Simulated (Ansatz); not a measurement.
Geometry optimisation, RKS PBE-D4/cc-pVDZ in Ansatz.

input.yaml

```yaml
crystal:
  periodic: [false, false, false]
  atoms:
    - { symbol: Si, position_ang: [-0.152036, 0.154197, 0.044981] }
    - { symbol: O, position_ang: [-0.152639, 0.190216, 1.744919] }
    - { symbol: H, position_ang: [-1.013536, -0.052931, 2.134393] }
    - { symbol: H, position_ang: [1.291089, 0.239933, -0.357526] }
    - { symbol: H, position_ang: [-0.889994, 1.362496, -0.497331] }
    - { symbol: H, position_ang: [-0.814272, -1.087725, -0.494388] }
    - { symbol: Cl, position_ang: [1.499501, -2.548731, 1.104288] }
    - { symbol: H, position_ang: [1.265986, -1.488054, 1.895466] }
basis:
  gaussian: { orbitals: cc-pVDZ }
hamiltonian:
  xc: pbe
  dispersion: d4
relax:
  f_tol: 0.03
  max_steps: 50
output:
  orbitals: {}
```

Run as:

```bash
$ ansatz run input.yaml --threads 1 --pin off --max-ram 2048MiB --backend cpu --events-out ev --progress --plain --runs-dir out
```

**Question.** Where does it end, and by what steps?

**Answer.** The run converged. The force dipped under the threshold on the way, but the program's further checks kept it going. After 10 steps the energy has fallen by 0.214 eV; Cl7 moved furthest, 0.91 Å.

```csv
step,energy less start (eV),largest force component (eV/Å),accepted
0,0.0000,0.699,yes
1,-0.0754,0.895,yes
2,-0.1253,0.467,yes
3,-0.1814,0.354,yes
4,-0.2005,0.132,yes
5,-0.2072,0.074,yes
6,-0.2102,0.059,yes
7,-0.2119,0.048,yes
8,-0.2132,0.014,yes
9,-0.2137,0.050,yes
10,-0.2139,0.029,yes
```

```xyz
8
Properties=species:S:1:pos:R:3
Si -0.217 0.253 -0.120
O 0.036 -0.162 1.542
H -0.792 -0.273 2.050
H 1.169 0.365 -0.681
H -0.948 1.571 -0.201
H -1.013 -0.812 -0.833
Cl 1.755 -2.649 1.976
H 1.044 -1.524 1.842
```

Whether the end is a true minimum wasn't checked by a vibrational analysis.

The run took 26 s on 1 thread of Arm Neoverse V1, with other jobs on the host, peak memory 0.12 GiB.
